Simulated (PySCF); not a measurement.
C3H4, SMILES CC#C.

Geometry optimised at B3LYP-D3(BJ)/def2-TZVP.

Level of theory: B3LYP-D3(BJ)/def2-TZVP run with PySCF.

Harmonic, unscaled wavenumbers; measured fundamentals usually lie a few per cent lower.

Modes within 1.5 cm⁻¹ of each other (mostly degenerate sets) share a row, with their intensities summed.

```tsv
mode	ν (cm⁻¹)	IR (km/mol)	moving atoms (share of kinetic energy)
1–2	347	20.4	C 73 %, H 27 %
3–4	662	101.4	H 79 %, C 21 %
5	945	0.3	C 82 %, H 18 %
6–7	1058	0.5	H 69 %, C 31 %
8	1417	0.0	H 80 %, C 20 %
9–10	1479	17.3	H 97 %
11	2229	9.0	C 91 %, H 9 %
12	3032	16.7	H 97 %
13–14	3090	14.7	H 91 %, C 9 %
15	3474	62.9	H 86 %, C 14 %
```
